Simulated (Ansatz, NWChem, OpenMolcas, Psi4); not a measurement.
# A ladder of methods for CF3 (trifluoromethyl radical)

CF3: 4 atoms, total charge 0, spin state doublet. As SMILES, `F[C](F)F`. Geometry: relaxed at PBE0-D4/def2-TZVP.

```xyz
4

F    -1.2275    0.0249    0.2654
C    -0.0395   -0.0595   -0.2867
F     0.6589   -1.0449    0.2273
F     0.6081    1.0795   -0.2059
```

Quantity: the vertical ionisation energy (to the singlet cation), in eV. The values are calculated.

```csv
level,kind,program,value (eV)
UPBE/def2-SVPD,GGA,OpenMolcas,10.74
UTPSS/def2-SVPD,meta-GGA,NWChem,10.86
UB3LYP/def2-SVPD,global hybrid,OpenMolcas,11.25
U-wB97M-V/def2-SVPD,range-separated hybrid,Ansatz,11.03
UHSE06/def2-SVPD,range-separated hybrid,Psi4,11.25
UPBE-QIDH/def2-SVPD,double hybrid,Ansatz,11.39
RPA@PBE0/def2-SVPD,RPA,Ansatz,11.08
UCCSD/def2-SVPD,coupled cluster or CI,Ansatz,11.15
FCI/STO-3G,exact in the basis,Ansatz,5.93
```

The values span 5.93 to 11.39 eV. High-level rows in very small sets aren't better than simpler rows in larger ones.
